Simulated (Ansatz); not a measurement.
A made-up structure of CH4BS, doublet:

```tsv
atom	x (Å)	y (Å)	z (Å)
C1	-0.6306	0.3695	-0.0939
B2	1.4712	-0.9058	1.5175
S3	0.7191	-0.4188	0.0295
H4	-1.3305	-0.2150	-0.7006
H5	-0.4522	1.2964	-0.6493
H6	-1.1072	0.6143	0.8552
H7	1.4087	-0.7819	-1.0851
```

It is relaxed with PBE-D4/def2-SVP and then PBE0-D4/def2-TZVP (Ansatz 0.2.0). Atoms count as bonded within 1.22 times the sum of their covalent radii (H–H: 0.88 Å). The end point is not checked to be a true minimum.

(1) Does its bonding change? (Judge from chemistry; the calculation decides.)

Results:

(1) By the calculation: No: no bond forms or breaks.

Where it ends: The first stage lowers the energy by 1.68 eV in 17 steps. It ends as CH₄BS ([B][SH][CH3]):
```tsv
atom	x (Å)	y (Å)	z (Å)
C1	-0.6901	0.3809	-0.1629
B2	1.8074	-0.6003	1.6119
S3	0.6327	-0.8379	0.1487
H4	-1.3397	0.0065	-0.9543
H5	-0.2582	1.3423	-0.4330
H6	-1.2436	0.4665	0.7706
H7	1.1700	-0.7993	-1.1077
```

Labels in which every atom is bracketed show which atoms are joined, not bond orders.

For scale, one of the runs: PBE0-D4/def2-TZVP relaxation, 123 basis functions, launched by `ansatz run in.yaml --threads 2 --pin off --events-out ev --progress --plain --max-ram 4352MiB`. Hardware: 2 CPU threads of an Arm Neoverse V2, shared host. Wall time about 56 s.
